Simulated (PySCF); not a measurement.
Molecule: C$_{4}$H$_{4}$N, net charge -1, singlet state. It need not be the lowest isomer of its formula. Whether it binds its extra electron was not tested at this geometry. SMILES: [c-]1ccc[nH]1
Geometry from a B3LYP-D3(BJ)/def2-TZVP (Ansatz) optimisation:
```xyz
9

H      0.0205     0.0559     2.1175
N      0.0108     0.0669     1.1138
C      0.0032     1.2528     0.3797
C      0.0038    -1.0883     0.3491
C     -0.0094     0.7572    -0.9386
C     -0.0091    -0.6718    -0.9643
H      0.0084    -2.0796     0.7818
H     -0.0183     1.3838    -1.8237
H     -0.0172    -1.3276    -1.8273
```
Charge -1, spin multiplicity 1.

Dispersion corrections to the total energy (kcal/mol) from the dftd3 and dftd4 libraries through PySCF: D3(BJ) without and D4 with the three-body term, each with the damping fitted for the functional named.

| functional | D3(BJ) | D4 |
|---|---|---|
| HF | -39.73 | -20.87 |
| BP86 | … | -6.62 |
| B2GP-PLYP | -2.55 | -2.09 |
| CAM-B3LYP | -3.19 | -4.22 |
| TPSSh | -4.93 | … |
| LC-wPBE | -3.93 | -5.69 |
| PW6B95 | -2.00 | … |

### Question
Fill in the missing entries.

### Answer

- BP86, D3(BJ): -6.67
- TPSSh, D4: -6.32
- PW6B95, D4: -4.63
